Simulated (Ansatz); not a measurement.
Results of PBEsol-D3(BJ) (PAW; Ansatz, a quantum-chemistry and plane-wave program) for fluorite CeO₂.

Numerical settings: plane-wave cutoff 520 eV, 12×12×12 k mesh, Fermi–Dirac smearing 0.01 eV, no spin polarisation, scalar-relativistic PAW data made under PBE.

A third-order Birch–Murnaghan fit to the energies gives V0 = 12.892 Å³/atom, B0 = 200 GPa, B′ = 4.4.

```json
[
 {"V (Å³/atom)": "12.119", "P (GPa)": "___"},
 {"V (Å³/atom)": "12.376", "P (GPa)": "8.95"},
 {"V (Å³/atom)": "12.634", "P (GPa)": "___"},
 {"V (Å³/atom)": "12.892", "P (GPa)": "0.00"},
 {"V (Å³/atom)": "13.150", "P (GPa)": "___"},
 {"V (Å³/atom)": "13.408", "P (GPa)": "___"},
 {"V (Å³/atom)": "13.666", "P (GPa)": "-10.25"}
]
```

Task: Estimate the withheld pressures from this fit; the answers are the runs' own values.

Result: 
- 12.119, P (GPa): 14.20
- 12.634, P (GPa): 4.23
- 13.150, P (GPa): -3.79
- 13.408, P (GPa): -7.20

The formula P = (3/2) B0 (x^(7/3) − x^(5/3)) [1 + (3/4)(B′ − 4)(x^(2/3) − 1)] with x = V0/V meets the computed pressures within 0.03 GPa when these rounded values are put in.

Measured, for comparison: bulk modulus 220 ± 9 GPa (room temperature, not corrected to a static lattice, our sources range from 220 to 230; as tabulated in High Pressure Brillouin Spectroscopy and X-ray Diffraction of Cerium Dioxide …); equilibrium volume per atom 13.06 Å³/atom (0 K, extrapolated to 0 K; as tabulated in Stimac et al. (2024), arXiv:2411.06536). Computed (rounded) less measured: bulk modulus -9 % (-9 % to -13 % over the range), equilibrium volume per atom -1.3 %.

Spin–orbit coupling is not included.

Computed values are for the static lattice.
